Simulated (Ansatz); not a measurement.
## Structure relaxation of Mg₂Cl

All numbers below come from DFT PBE, scalar-relativistic, plane waves, PAW in Ansatz 0.2.0. Cutoff 420 eV, Γ-centred k mesh, Gaussian smearing, no spin polarisation in the final step.

The start puts Mg₂Cl on the anti-CaCl2 structure type (Pnnm, No. 58), with Cl in place of Ca, Mg in place of Cl, at a guessed volume.

```
Mg Cl
1.0
     5.76832    0.00000    0.00000
     0.00000    5.94396    0.00000
     0.00000    0.00000    3.88252
Mg Cl
4 2
Direct
  0.22500 0.82500 0.50000
  0.72500 0.67500 0.00000
  0.77500 0.17500 0.50000
  0.27500 0.32500 0.00000
  0.50000 0.50000 0.50000
  0.00000 0.00000 0.00000
```

Cell and atoms relax at zero pressure; the relaxation can't lower the symmetry of the start. After a coarse first stage the cell is made exact in the group found at 0.06 Å.

The zero of energy is the elements' standard structures at the same level (Cl₂ as a molecule); no fitted shifts are applied.

Task: What does it relax into?

Result: It ends in Immm (No. 71). Conventional cell: a = 3.424 Å, b = 3.606 Å, c = 11.808 Å. Around Mg lie 2 Cl at 2.67 Å and 4 Mg at 3.07 Å (next Mg at 3.42 Å); Cl has 4 Mg at 2.67 Å.

Space group Immm (No. 71). a = 3.424 Å, b = 3.606 Å, c = 11.808 Å, α = 90.00°, β = 90.00°, γ = 90.00°
| atom | site | symmetry | x | y | z |
| --- | --- | --- | --- | --- | --- |
| Mg | 4j | mm2 | 0.5000 | 0.0000 | 0.8263 |
| Cl | 2a | mmm | 0.0000 | 0.0000 | 0.0000 |

Task: What are its volume, energy, density and gap?

Result: The volume per atom is 24.29 Å³. The density is 1.92 g/cm³. The energy over the elements is -0.67 eV/atom and the gap on the 10×4×12 mesh is 0 eV (a metal).

The final run used a 10×4×12 mesh on its 6-atom cell and 0.10 eV smearing. The k mesh leaves about 4 meV/atom of noise in metals. A structure relaxed within its symmetry needn't be a true minimum.

Cost: 5 runs of about 24 core-minutes in all, on Arm Neoverse V1 (shared hosts).